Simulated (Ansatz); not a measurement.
A made-up structure of CH5NSi, closed shell:

| atom | x (Å) | y (Å) | z (Å) |
| --- | --- | --- | --- |
| C1 | -0.6242 | 0.3344 | -0.6222 |
| N2 | -0.3368 | 0.5765 | 0.8234 |
| Si3 | 0.5585 | -0.7717 | 0.2284 |
| H4 | -1.6567 | 0.0656 | -0.8297 |
| H5 | -0.2173 | 1.0482 | -1.3377 |
| H6 | -1.5167 | 0.2388 | -0.0583 |
| H7 | 1.9958 | -0.6324 | -0.1018 |
| H8 | 0.2175 | -2.0956 | 0.7897 |

It is relaxed with PBE-D4/def2-SVP and then PBE0-D4/def2-TZVP (Ansatz 0.2.0). Atoms count as bonded within 1.22 times the sum of their covalent radii (H–H: 0.88 Å). The end point is not checked to be a true minimum.

Task: Does its bonding change? (A judgement: the text doesn't fix the answer.)

Result: Computed: Yes. Formed: N2–H6; broken: C1–H6, H4–H6.

Where it ends: The first stage lowers the energy by 5.24 eV in 16 steps. It ends as CH₅NSi ([CH2]1[NH][SiH2]1):
C1  (-0.612, 0.223, -0.896)
N2  (-0.455, 0.623, 0.535)
Si3  (0.524, -0.746, 0.160)
H4  (-1.553, -0.245, -1.182)
H5  (-0.279, 0.976, -1.606)
H6  (-1.292, 0.592, 1.097)
H7  (1.988, -0.553, 0.219)
H8  (0.100, -2.106, 0.566)
(Å)

Labels in which every atom is bracketed show which atoms are joined, not bond orders.

For scale, one of the runs: PBE0-D4/def2-TZVP relaxation, 129 basis functions, launched by `ansatz run in.yaml --threads 2 --pin off --events-out ev --progress --plain --max-ram 4352MiB`. Hardware: 2 CPU threads of an Arm Neoverse N1, shared host. Wall time about 30 s.
